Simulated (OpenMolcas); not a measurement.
**One shape, several levels: doublet [C2H4F2]+**

Wanted: a comparison of 4 runs (UHF/def2-SVPD, U-revPBE/def2-SVPD, UPBE/def2-SVPD, UTPSS/def2-SVPD) of doublet [C2H4F2]+. 

The calculation is run with OpenMolcas 26.06.

1 further run of the same task is left out (set aside as unsound or not needed).

### Step 1. The molecule

The species is [C2H4F2]+ (8 atoms), meant as a doublet with charge +1. As SMILES of the parent species, `FCCF`. The shape is that of a PBE0-D4/def2-TZVP optimisation. This is one conformer, not always the lowest. That shape belongs to the parent species and isn't relaxed for this state.

Bond lengths: F1–C2 1.378 Å, C2–C3 1.498 Å, C3–F4 1.378 Å, C2–H5 1.094 Å, C2–H6 1.095 Å, C3–H7 1.095 Å, C3–H8 1.094 Å. Some angles: F1–C2–C3 110.9°, C2–C3–F4 110.9°, F1–C2–H5 108.2°, F1–C2–H6 108.3°, C3–C2–H5 110.5°, C3–C2–H6 109.4°, C2–C3–H7 109.4°, C2–C3–H8 110.5°, F4–C3–H7 108.3°, F4–C3–H8 108.2°.

### Step 2. The energy at UHF/def2-SVPD (run 1)

Input file test.inp:

```
&GATEWAY
BASLIB=$CurrDir
COORD
8
angstrom
F       -1.312370       0.775570       0.874010
C       -0.115750       0.716060       0.193200
C        0.217900      -0.696080      -0.177380
F       -0.618130      -1.153280      -1.172850
H       -0.201180       1.337840      -0.702830
H        0.670250       1.117960       0.841860
H        1.248900      -0.742470      -0.544780
H        0.110390      -1.355610       0.688780
BASIS=def2-SVPD
GROUP=NoSym
&SEWARD
&SCF
UHF
CHARGE=1
SPIN=2
THRESHOLDS=1e-10 1e-07 1e-07 1e-05
PRORBITALS=1 2
```

The basis set def2-SVPD is read from a file made from the Basis Set Exchange's data (not shown).

Run with:

```
export MOLCAS_MEM=1860
pymolcas test.inp > test.log
```

Output:

```text
--- Start Module: gateway ---
[...]
--- Stop Module: gateway /rc=_RC_ALL_IS_WELL_ ---
--- Start Module: seward ---
[...]
      Basis functions          118
--- Stop Module: seward /rc=_RC_ALL_IS_WELL_ ---
[...]
--- Start Module: scf ---
[...]
       Convergence after  26 Iterations
[...]
::    Total SCF energy                               -276.2609872840
[...]
      Total spin, S                                     0.5071770563
[...]
      Total electronic charge=   33.000000
      Total            charge=    1.000000
[...]
      Dipole Moment (debye):
      Origin of the operator (angstrom)=   -0.5090   -0.0996   -0.0788
                   X=  4.8480E+00               Y=  9.4856E-01               Z=  7.5049E-01           Total=  4.9966E+00
      Center of Charge (angstrom)
[...]
--- Stop Module: scf /rc=_RC_ALL_IS_WELL_ ---
[...]
```

Run time: 23 s. Hardware: 1 thread of Arm Neoverse V2, shared host; peak memory 0.74 GiB.

### Step 3. A single-point energy at U-revPBE/def2-SVPD (run 2)

Input file mol.input:

```
* C2H4F2 Kohn-Sham DFT

&GATEWAY
  BasLib = $CurrDir
  Coord
  8
  angstrom
  F       -1.312370       0.775570       0.874010
  C       -0.115750       0.716060       0.193200
  C        0.217900      -0.696080      -0.177380
  F       -0.618130      -1.153280      -1.172850
  H       -0.201180       1.337840      -0.702830
  H        0.670250       1.117960       0.841860
  H        1.248900      -0.742470      -0.544780
  H        0.110390      -1.355610       0.688780
  Basis = def2-SVPD
  Group = NoSym

&SEWARD
  GridInput
  Grid=UltraFine
  End of Grid

&SCF
  UHF
  Charge = 1
  Spin = 2
  KSDFT = revPBE
  Thresholds = 1e-10 1e-07 1e-07 1e-05
  PrOrbitals = 0
```

The basis set def2-SVPD is read from a file made from the Basis Set Exchange's data (not shown).

Run with:

```
export MOLCAS_MEM=1860
pymolcas mol.input > mol.log
```

Output:

```text
--- Start Module: gateway ---
[...]
--- Stop Module: gateway /rc=_RC_ALL_IS_WELL_ ---
--- Start Module: seward ---
[...]
      Basis functions          118
--- Stop Module: seward /rc=_RC_ALL_IS_WELL_ ---
[...]
--- Start Module: scf ---
[...]
       Convergence after  28 Iterations
[...]
::    Total KS-DFT energy                            -277.5844572583
[...]
      Total spin, S                                     0.5005508752
[...]
      Total electronic charge=   33.000000
      Total            charge=    1.000000
[...]
      Dipole Moment (debye):
      Origin of the operator (angstrom)=   -0.5090   -0.0996   -0.0788
                   X=  3.6255E+00               Y=  7.0934E-01               Z=  5.6122E-01           Total=  3.7367E+00
      Center of Charge (angstrom)
[...]
--- Stop Module: scf /rc=_RC_ALL_IS_WELL_ ---
[...]
```

It took 2 min on 1 thread of Arm Neoverse V2, shared host; peak memory 0.74 GiB.

Run 3 isn't shown in full; the table further down has it.

### Step 4. The energy at UTPSS/def2-SVPD (run 4)

Input file job.inp:

```
>>> EXPORT MOLCAS_PRINT=2

&GATEWAY
 BasLib = $CurrDir
 Coord
 8
 angstrom
 F       -1.312370       0.775570       0.874010
 C       -0.115750       0.716060       0.193200
 C        0.217900      -0.696080      -0.177380
 F       -0.618130      -1.153280      -1.172850
 H       -0.201180       1.337840      -0.702830
 H        0.670250       1.117960       0.841860
 H        1.248900      -0.742470      -0.544780
 H        0.110390      -1.355610       0.688780
 Basis = def2-SVPD
 Group = NoSym

&SEWARD
 GridInput
 Grid=UltraFine
 End of Grid

&SCF
 UHF
 Charge = 1
 Spin = 2
 KSDFT = 2
 1.0 MGGA_X_TPSS
 1.0 MGGA_C_TPSS
 Thresholds = 1e-10 1e-07 1e-07 1e-05
 PrOrbitals = 1 1
```

The basis set def2-SVPD is read from a file made from the Basis Set Exchange's data (not shown).

Run with:

```
export MOLCAS_MEM=1860
pymolcas job.inp > job.log
```

Output:

```text
--- Start Module: gateway ---
[...]
--- Stop Module: gateway /rc=_RC_ALL_IS_WELL_ ---
--- Start Module: seward ---
[...]
      Basis functions          118
--- Stop Module: seward /rc=_RC_ALL_IS_WELL_ ---
[...]
--- Start Module: scf ---
[...]
       Convergence after  23 Iterations
[...]
::    Total KS-DFT energy                            -277.7007051177
[...]
      Total spin, S                                     0.5007982018
[...]
      Total electronic charge=   33.000000
      Total            charge=    1.000000
[...]
      Dipole Moment (debye):
      Origin of the operator (angstrom)=   -0.5090   -0.0996   -0.0788
                   X=  3.6892E+00               Y=  7.2181E-01               Z=  5.7108E-01           Total=  3.8023E+00
      Center of Charge (angstrom)
[...]
--- Stop Module: scf /rc=_RC_ALL_IS_WELL_ ---
[...]
```

Run time: 2.8 min. Hardware: 1 thread of Arm Neoverse V2, shared host; peak memory 0.74 GiB.

### Step 5. Overview of the runs

| run | level | integration grid | energy (Eh) | HOMO energy (eV) | LUMO energy (eV) | ⟨S²⟩ | wall time |
| --- | --- | --- | --- | --- | --- | --- | --- |
| 1 | UHF/def2-SVPD | – | -276.260987 | -22.07 | -11.35 | 0.764 | 23 s |
| 2 | U-revPBE/def2-SVPD | UltraFine | -277.584457 | -15.71 | -15.38 | 0.751 | 2 min |
| 3 | UPBE/def2-SVPD | UltraFine | -277.376909 | -15.75 | -15.45 | 0.751 | 2.1 min |
| 4 | UTPSS/def2-SVPD | UltraFine | -277.700705 | -15.96 | -15.37 | 0.752 | 2.8 min |

### Step 6. What came out

| quantity | value |
| --- | --- |
| run 4: total energy | -277.70071 Eh |
| run 4: HOMO energy (highest over α and β) | -15.96 eV |
| run 4: LUMO energy (lowest over α and β) | -15.37 eV |
| run 4: ⟨S²⟩ | 0.752 |

In words: Totals of different functionals can't be ranked against each other. All runs together took 7.2 min, the longest 2.8 min.
